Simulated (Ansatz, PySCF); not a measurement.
Reaction: HOCl (SMILES OCl) → HOCl+ (parent SMILES OCl, doublet) + e-
Each species at its own B3LYP-D3(BJ)/def2-TZVP minimum (Ansatz, an electronic-structure program).

Total energies in hartree (Ansatz). UHF or UKS for unpaired electrons; spin-orbit terms are left out. Cores are frozen in correlated methods. No relativity.

```csv
species,HF/cc-pV(T+d)Z,CCSD(T)/cc-pV(T+d)Z,HF/cc-pV(Q+d)Z,CCSD(T)/cc-pV(Q+d)Z,CCSDT(Q)/cc-pV(T+d)Z
1: HOCl (SMILES OCl),-534.92059,-535.39768,-534.93096,-535.44656,-535.39929
"2: HOCl+ (parent SMILES OCl, doublet)",-534.54193,-534.99710,-534.55253,-535.04061,-534.99924
```

Question: Work out the adiabatic ionisation energy (0 K, zero-point energies from PySCF's Hessians at B3LYP-D3(BJ)/def2-TZVP) in eV: take Hartree-Fock from cc-pV(Q+d)Z, extrapolate the CCSD(T) correlation energy as X^-3 (X = 3, 4), and add CCSDT(Q) - CCSD(T) in cc-pV(T+d)Z. The further terms named in the bracket sum to -0.00030 hartree. 1 hartree = 27.211 eV.

Answer: 
Species 1: correlation (64·(-0.51560) - 27·(-0.47709))/37 = -0.54370; step -0.00161; E1 = -534.93096 + (-0.54370) + (-0.00161) = -535.47627
Species 2: correlation (64·(-0.48808) - 27·(-0.45517))/37 = -0.51210; step -0.00214; E2 = -534.55253 + (-0.51210) + (-0.00214) = -535.06677
-1·E1 +1·E2 -0.00030 = 0.40920 hartree = 11.13 eV. Measured: 11.12 eV (CCCBDB table in ASE). The composite differs from it by +0.01 eV; core, relativistic and spin-orbit terms are not in it.
